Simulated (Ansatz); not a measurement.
`FP(F)(F)(F)F` at its PBE0-D4/def2-TZVP geometry, where that method's forces vanish. The species carries charge 0 and has multiplicity 1.

```csv
atom,x (Å),y (Å),z (Å)
F1,0.082,1.277,0.861
P2,0.000,0.000,0.000
F3,-0.482,-1.323,0.628
F4,1.488,-0.357,0.389
F5,0.400,0.047,-1.488
F6,-1.488,0.357,-0.389
```

**Question.** For each bond, give half the difference of the two atoms' forces along it (eV/Å; positive pushes the atoms apart) under PBE-D4, r2SCAN-D4, B3LYP-D4, ωB97M-V in def2-TZVPP. (Estimate.)

**Answer.** Ansatz gave: 
```json
{"bond": "F1–P2", "length (Å)": "1.542", "PBE-D4": "0.52", "r2SCAN-D4": "0.11", "B3LYP-D4": "0.18", "ωB97M-V": "0.09"}
{"bond": "P2–F3", "length (Å)": "1.542", "PBE-D4": "0.52", "r2SCAN-D4": "0.11", "B3LYP-D4": "0.18", "ωB97M-V": "0.09"}
{"bond": "P2–F4", "length (Å)": "1.579", "PBE-D4": "0.47", "r2SCAN-D4": "0.11", "B3LYP-D4": "0.18", "ωB97M-V": "0.09"}
{"bond": "P2–F5", "length (Å)": "1.542", "PBE-D4": "0.52", "r2SCAN-D4": "0.11", "B3LYP-D4": "0.18", "ωB97M-V": "0.09"}
{"bond": "P2–F6", "length (Å)": "1.579", "PBE-D4": "0.47", "r2SCAN-D4": "0.11", "B3LYP-D4": "0.18", "ωB97M-V": "0.09"}
```

B3LYP here is the variant with VWN-RPA as its local correlation; programs differ in this.
